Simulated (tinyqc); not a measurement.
A ladder of methods, and size consistency: correlation methods against full CI in the sto-3g basis, for H2O, spin multiplicity 1. Computed by the program tinyqc with PySCF. Command: `OMP_NUM_THREADS=1 python tinyqc.py 114036 114037 out.jsonl`; one thread of a shared host (Intel(R) Xeon(R) Processor @ 2.60GHz), about 1 s.

Geometry (angstrom):
```
atom       x        y       z
O     0.0000   0.0000  0.0000
H     0.0000   0.8780  0.6560
H     0.0000  -0.8780  0.6560
```

RHF energy of one = -74.941991 hartree

All electrons correlated; +Q is the Davidson correction (1 - c0^2) E_corr. The last columns treat two copies 100 angstrom apart as one system. FCI is the lowest singlet.

Correlation energies (hartree):
```
method   E_corr of one  share of FCI (%)  E_corr of two at 100 angstrom  two minus twice one (mhartree)
MP2          -0.048290           69.1458                      -0.096580                          0.0000
CISD         -0.068131           97.5554                      -0.130739                          5.5228
CISD+Q       -0.071141          101.8656                      -0.140892                          1.3898
CCSD         -0.069614           99.6796                      -0.139229                          0.0000
CCSD(T)      -0.069721           99.8318                      -0.139442                          0.0000
FCI          -0.069838          100.0000                              -                               -
```

MP2 recovers 69 %, CISD 97.6 % and CCSD 99.7 % of the FCI value (c0^2 = 0.956 in CISD). MP2 and coupled cluster are size consistent, so their last column vanishes; CISD loses 5.52 mhartree, since a double excitation on each copy is a quadruple of the pair, and the Davidson correction leaves +1.39.
